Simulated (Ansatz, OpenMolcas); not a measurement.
**SO (SMILES O=S): the vertical energy of the singlet above the triplet, rung by rung**

The species is SO (2 atoms), meant as a triplet with charge 0. As SMILES, `O=S`. Geometry: the measured bond length.

```xyz
2

O     0.0000    0.0000    0.0000
S     0.0000    0.0000    1.4811
```

Each level gives the vertical energy of the singlet above the triplet (eV). The values are calculated.

```tsv
level	kind	program	value (eV)	less CCSD(T)/def2-TZVPPD	CPU time (all runs)
UHF/def2-TZVPPD	Hartree–Fock	Ansatz	1.84	+0.83	3.4 s
UBLYP/def2-TZVPPD	GGA	OpenMolcas	1.16	+0.15	29 s
U-r2SCAN/def2-TZVPPD	meta-GGA	Ansatz	1.50	+0.49	16 s
UB3LYP/def2-TZVPPD	global hybrid	Ansatz	1.23	+0.22	8.6 s
U-wB97M-V/def2-TZVPPD	range-separated hybrid	Ansatz	1.06	+0.05	49 s
UPBE-QIDH/def2-TZVPPD	double hybrid	Ansatz	1.28	+0.27	10 s
RPA@PBE0/def2-TZVPPD	RPA	Ansatz	1.11	+0.10	12 s
UCCSD(T)/def2-TZVPPD	coupled cluster or CI	Ansatz	1.01	0.00	17 s
```

UCCSD(T)/def2-TZVPPD is the highest level here, not the true value. The values span 1.01 to 1.84 eV. Times are those of the runs behind each value, whatever else they computed, on shared processors of several kinds: orders of magnitude only.
